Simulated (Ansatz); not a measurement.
# AlP+ (doublet): the correlation ladder, def2-QZVPP

One table from this session's results is given with a row withheld; the runs are named, their logs left out.

Program: Ansatz 0.2.0, Gaussian basis. Level of theory: def2-QZVPP, core rule «outside noble gas», up to 10 orbitals frozen. These are calculated values, not measurements.

The runs, in order: UHF; ROHF; CCSD(T) on UHF.

## What is computed

The geometry is a PBE0/def2-TZVP stationary point (not a proven minimum) of the parent state, kept for this charge and spin.

2 atoms, charge 1, spin multiplicity 2.

Atoms are counted from 1 here; the program's logs count them from 0.

Bond lengths: Al1–P2 2.460 Å.

The first run:

Input file in.yaml:

```yaml
crystal:
  periodic: [false, false, false]
  atoms:
    - {symbol: Al, position_ang: [0.000000, 0.000000, 0.000000]}
    - {symbol: P, position_ang: [0.000000, 0.000000, 2.459800]}
basis:
  gaussian: {orbitals: "def2-QZVPP.json"}
total_charge: 1
magnetization: {spin_polarized: true, initial_magnetization: 1}
hamiltonian: {xc: hf}
output: {orbitals: {seedname: orbitals}}
```

Command:

```console
$ ansatz run in.yaml --threads 1 --pin off --events-out ev --progress --plain --max-ram 2393MiB
```

Steps of the session up to this table: UHF; ROHF; CCSD(T) on UHF.

One of the session's tables, all rows but one given; the rest of the session is left out.

It belongs to the step «Misses and costs». 

```
  method  from UCCSD(T) (meV)
    ROHF                    ?
     UHF              +4367.0
    UMP2              +1075.8
   UCCSD               +234.7
UCCSD(T)                    0
```

**Question.** Estimate the row for ROHF.

**Answer.** from UCCSD(T) (meV): +6283.7. In the column «from UCCSD(T) (meV)» it is the highest.

The program flags UCCSD(T) as in doubt (see the logs), so the zero of the table is itself unsure.

Limits of these values: The determinant is far from a pure spin state, so its energy mixes those of several spin states (harmless only where they are near-degenerate, as at dissociation). The program flags UCCSD(T) as in doubt, so the zero of the table is itself unsure.
